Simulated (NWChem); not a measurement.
Species: ammonia (NH3); SMILES N

Computed with NWChem. Level PBE/def2-SVP: optimisations from one semi-empirical or force-field start; each run changes one setting, and all end within 0.3 mHa of each other.

```csv
setting,optimisation steps
"redundant internal coordinates, default thresholds",5
no line search,7
Cartesian coordinates,3
loose thresholds,4
tight thresholds,6
```
